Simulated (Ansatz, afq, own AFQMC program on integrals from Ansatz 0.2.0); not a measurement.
BH$_{3}$O, singlet: a scan with AFQMC

```json
{"atom": "B", "x (Å)": "0.0000", "y (Å)": "0.0591", "z (Å)": "0.7405"}
{"atom": "O", "x (Å)": "0.0000", "y (Å)": "-0.0998", "z (Å)": "-0.5978"}
{"atom": "H", "x (Å)": "0.0000", "y (Å)": "1.1582", "z (Å)": "1.2267"}
{"atom": "H", "x (Å)": "0.0000", "y (Å)": "-0.9374", "z (Å)": "1.4021"}
{"atom": "H", "x (Å)": "0.0000", "y (Å)": "0.7297", "z (Å)": "-1.0823"}
```

The B1–O2 distance is changed with both sides rigid. Energies in kJ/mol count from this geometry (1.348 Å) at the same level; the start stands on RHF, each point on the determinant named.

Basis cc-pVDZ. Only valence electrons are correlated. Ansatz 0.2.0 and our own AFQMC program on the same integrals; the CISD trial comes from CCSD amplitudes, and released means the phaseless constraint is let go. Error bars are statistical, one sigma.

Cautions, each for one point or more: CCSDT(Q) on the RHF determinant differs, by its state or its frozen core; cluster runs in doubt by the program's own checks; higher spins were not checked; raised T1 diagnostic; restricted determinant unstable towards unrestricted; strong correlation; the ph-AFQMC/CISD walk drifts between its halves; unrestricted determinant spin contaminated; walk and cluster series may follow different spin states.

```
r(B1–O2) / Å   det.     T1  weight  ⟨S²⟩  CCSD(T)  ph-AFQMC/CISD  released AFQMC  CCSDT(Q)   CCSD    PBE0
       1.092    RHF  0.011    0.91  pure    271.3    272.2 ± 1.5     274.0 ± 2.6     272.0  269.2   252.4
       1.675    RHF  0.024    0.89  pure    119.5    119.9 ± 2.3    116.8 ± 3.8*     117.9  123.0   128.8
       2.172    RHF  0.034    0.86  pure    395.2    394.5 ± 3.4               –     388.3  405.9   412.2
       2.914  UHF‡¶  0.028    0.88  0.96    611.2    597.8 ± 1.8               –     592.0  605.5  613.8§
       4.566   UHF¶  0.007    0.91  1.01    634.1    637.0 ± 1.3               –     634.8  624.5  653.7§
```

Weight is that of the determinant in the CISD state; at the start T1 is 0.016 and the weight 0.90. ¶ marks points with a poor determinant and no full CI, where no value is sure; they don't count among the departures. An asterisk marks released energies that aren't shown to be converged. A double dagger marks points where the walks on two determinants ended up to 15.3 kJ/mol apart; the lower is shown. A dash marks a missing value, a released energy that hasn't settled or a functional that sits on another state. § marks a functional whose ⟨S²⟩ is too high by over 0.1. Largest departures from phaseless AFQMC with a CISD trial: CCSD(T) -0.8 kJ/mol at 1.092 (on RHF) (within the noise), CCSDT(Q) -6.2 kJ/mol at 2.172 (on RHF) (within the noise), CCSD 11.4 kJ/mol at 2.172 (on RHF), PBE0 -19.8 kJ/mol at 1.092. The walk's constraint bias lies outside its error bars, so these are departures and not errors. Functionals count only at points shown to share the start's state and spin. In this small basis the wave-function levels are far from their limit, so their gap to the functionals isn't the functionals' error.

Some points may be missing: those where a free walk finds a much lower state, and past Zn most of those on another determinant than at the start.

CCSDT and higher add their correlation energy to the determinant of the CCSD(T) run, since their own runs factorise the integrals more tightly (a shift of under 2 meV). A walk keeps the symmetry of its determinant, which the program's search chose and which needn't be the lowest solution, so a lower state of the same spin and another symmetry isn't excluded.
